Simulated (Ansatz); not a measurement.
## CN (charge -1): a composite energy at a relaxed geometry, step by step

Program: the Python package of Ansatz (0.2.0).

Interactive session:
```pycon
>>> from dataclasses import dataclass
>>> import itertools
>>> import ansatz as az
>>> from ase.data import atomic_numbers, covalent_radii
>>> import numpy as np
>>> @dataclass(frozen=True)
... class Settings:
...     basis: str = 'def2-SVP'
...     xc: str = 'pbe0'
...     dispersion: str = 'd3bj'
...     charge: int = -1
...
>>> cfg = Settings()
>>> geometry_ang = [
...     ('C', [0.0, 0.0, 0.0]),
...     ('N', [0.0, 0.0, 1.465]),
... ]
>>> cn = az.Crystal.molecule()
>>> for symbol, xyz in geometry_ang:
...     cn = cn.atom(symbol, xyz)
...
>>> calculation = cn.calculation()
>>> calculation = calculation.basis(gaussian=cfg.basis)
>>> calculation = calculation.functional(cfg.xc, dispersion=cfg.dispersion)
>>> calculation = calculation.charge(cfg.charge)
>>> symbols = [site.symbol for site in cn.cartesian_sites]
>>> start = np.array([site.position_ang for site in cn.cartesian_sites], dtype=float)
>>> data = calculation.relax(force_tolerance=0.01).run(threads=1, pin='off').report
>>> end = np.array(data['positions_ang'])
>>> radius = [covalent_radii[atomic_numbers[s]] for s in symbols]
>>> span = lambda where, i, j: np.linalg.norm(where[i] - where[j])
>>> bonded = [(i, j) for i, j in itertools.combinations(range(len(symbols)), 2) if min(span(start, i, j), span(end, i, j)) < 1.2 * (radius[i] + radius[j])]
>>> print('pair        before    after (A)')
pair        before    after (A)
>>> for i, j in bonded:
...     print(f'{symbols[i]}{i}-{symbols[j]}{j}'.ljust(10), f'{span(start, i, j):8.4f} {span(end, i, j):8.4f}')
...
C0-N1        1.4650   1.1780
>>> minimum = az.Crystal.molecule()
>>> for symbol, place in zip(symbols, end):
...     minimum = minimum.atom(symbol, place.tolist())
...
>>> at_minimum = minimum.calculation().charge(cfg.charge)
>>> level = lambda method, basis: at_minimum.basis(gaussian=basis).correlation(method).run(threads=1, pin='off').report
>>> small, large, cluster = level('mp2', 'cc-pVDZ'), level('mp2', 'cc-pVTZ'), level('ccsd_t', 'cc-pVDZ')
>>> corr = lambda each: (each['free_energy_ev'] - each['reference_energy_ev']) / 27.211386246
>>> mp2_limit = (27 * corr(large) - 8 * corr(small)) / 19
>>> pieces = {'HF / cc-pVTZ': large['reference_energy_ev'] / 27.211386246, 'MP2 correlation, DZ-TZ limit': mp2_limit, 'CCSD(T) - MP2 / cc-pVDZ': corr(cluster) - corr(small)}
>>> for name, value in pieces.items():
...     print(f'{name:32s} {value:14.6f} Ha')
...
HF / cc-pVTZ                         -92.332606 Ha
MP2 correlation, DZ-TZ limit          -0.368653 Ha
CCSD(T) - MP2 / cc-pVDZ               -0.019159 Ha
>>> print(f'{"sum":32s} {sum(pieces.values()):14.6f} Ha')
sum                                  -92.720418 Ha
>>> print('T1 diagnostic', round(cluster['correlation']['coupled_cluster']['t1_diagnostic'], 4))
T1 diagnostic 0.0139
```

Notes:
- Total energies depend on the basis set; only differences at equal settings carry meaning.
- The sum leaves out core correlation, relativity, the Hartree-Fock basis error and zero-point energy; a DZ-TZ extrapolation is rough.
- Inner cores stay frozen, so this is valence correlation.
- The spin state was assumed, and another may lie lower.
- Anions want diffuse functions, which this basis lacks.
- Run time: 2.4 s on 1 thread of Arm Neoverse V1, on a shared host, peak memory 0.16 GiB.
